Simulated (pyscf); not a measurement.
:HC–CH=O (SMILES [CH]C=O) [singlet] → :C=CH–OH (SMILES [C]=CO) [singlet], a hydrogen shift (singlet surface; C–H broken, H–O formed). Optimised with ωB97X-D3(BJ)/def2-SVP in PySCF. Correlated levels are frozen-core, on RHF or UHF. ΔMP2 is the change of the MP2 total energy from the triple- to the quadruple-zeta basis. Energies in kcal/mol from the reactant's lowest minimum found.

Small-basis levels: PySCF, no dispersion term, spherical d functions. 

Question: In single points HF/STO-3G puts the saddle at 31.1 kcal/mol and the reaction energy at -19.3 kcal/mol. Should these be trusted to within a few kcal/mol? Compare with CCSD(T)/def2-TZVPP + ΔMP2(QZVPP).

Answer: CCSD(T)/def2-TZVPP + ΔMP2(QZVPP) gives ΔE‡ = 34.3 kcal/mol and ΔE = +4.7 kcal/mol. HF/STO-3G lies 3.2 kcal/mol under it in the barrier and 24.0 kcal/mol under it in the reaction energy, so on this step it does not hold to within 3.0 kcal/mol. CCSD(T)/def2-TZVPP + ΔMP2(QZVPP) has limits of its own. The same reactants have a lower exit, to •HC=C=O + H• (no saddle counted: cutting one bond costs +31.6 kcal/mol at ωB97M-D3(BJ), against +38.7 kcal/mol here). :HC–CH=O [singlet] may be a fragile minimum: a first optimisation, from another start, lost the drawn bonds. :C=CH–OH [singlet] may be a fragile minimum: a first optimisation, from another start, lost the drawn bonds. :HC–CH=O [singlet] is an excited spin state, 6.6 kcal/mol over the triplet at ωB97X-D3(BJ). :HC–CH=O [singlet] lies 81.0 kcal/mol over its isomer H₂C=C=O (electronic energy, ωB97M-D3(BJ)). :C=CH–OH [singlet] lies 84.0 kcal/mol over its isomer H₂C=C=O (electronic energy, ωB97M-D3(BJ)). This is the saddle that the search found; another between the same sides may lie lower. The CCSD(T) − MP2 part came from Ansatz, without density fitting, on the same reference. The largest closed-shell T1 diagnostic is 0.037, which may signal static correlation.
